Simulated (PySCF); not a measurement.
disilane anion (H₆Si₂), SMILES [SiH3][SiH3] (connectivity only; charge and spin as stated), charge -1, multiplicity 2. Atoms are numbered in the order given.

```xyz
8

Si    -1.2666     0.0232     0.0000
Si     1.2666    -0.0232     0.0000
H     -1.5986    -0.8634     1.1824
H     -1.5986    -0.8634    -1.1824
H     -2.5473     0.9222     0.0000
H      1.5986     0.8634     1.1824
H      1.5986     0.8634    -1.1824
H      2.5473    -0.9222     0.0000
```
Charge -1, spin multiplicity 2.

The structure is a stationary point at TPSSh-D3(BJ)/def2-SVPD. The spin state was assumed, not searched.

Computed with PySCF with PBE0/pcH-1.

Unrestricted Kohn–Sham, ⟨S²⟩ = 0.758. Hyperfine tensors hold the contact and dipolar terms, without spin-orbit corrections.

Question: Estimate the hyperfine couplings. (An estimate is asked for; the answer gives what the named calculation found.)

Answer: 
```json
[
 {"nucleus": "29Si no. 1", "A(iso) (MHz)": "-535.8", "A(iso) (G)": "-191.2", "dipolar principal values (MHz)": "-50.6, 14.6, 36.0"},
 {"nucleus": "29Si no. 2", "A(iso) (MHz)": "-535.8", "A(iso) (G)": "-191.2", "dipolar principal values (MHz)": "-50.6, 14.6, 36.0"},
 {"nucleus": "1H no. 3", "A(iso) (MHz)": "-23.3", "A(iso) (G)": "-8.3", "dipolar principal values (MHz)": "-4.1, -1.4, 5.5"},
 {"nucleus": "1H no. 4", "A(iso) (MHz)": "-23.3", "A(iso) (G)": "-8.3", "dipolar principal values (MHz)": "-4.1, -1.4, 5.5"},
 {"nucleus": "1H no. 5", "A(iso) (MHz)": "185.0", "A(iso) (G)": "66.0", "dipolar principal values (MHz)": "-3.7, -1.2, 4.9"},
 {"nucleus": "1H no. 6", "A(iso) (MHz)": "-23.3", "A(iso) (G)": "-8.3", "dipolar principal values (MHz)": "-4.1, -1.4, 5.5"},
 {"nucleus": "1H no. 7", "A(iso) (MHz)": "-23.3", "A(iso) (G)": "-8.3", "dipolar principal values (MHz)": "-4.1, -1.4, 5.5"},
 {"nucleus": "1H no. 8", "A(iso) (MHz)": "185.0", "A(iso) (G)": "66.0", "dipolar principal values (MHz)": "-3.7, -1.2, 4.9"}
]
```

Question: And the g tensor (effective nuclear charges for spin-orbit coupling, GIAO)? (Estimate from the structure and the level; the computed values follow.)

Answer: principal values 2.0018, 2.0030, 2.0047; isotropic 2.0031.
